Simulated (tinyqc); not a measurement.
Worked calculation: UHF in the sto-3g basis, for NH, spin multiplicity 3. One step of it, computed by the program tinyqc.

Question. Iteration 2: DIIS coefficients. Solve [B -1; -1 0][c; lambda] = [0; -1] for the coefficients, which sum to one.

B (overlaps of the stored error matrices):
```
,1,2
1,1.6553696e+02,2.8743097e+00
2,2.8743097e+00,2.4249722e-01
```

Give: DIIS coefficients.

Answer.

DIIS coefficients: -0.0164  1.0164
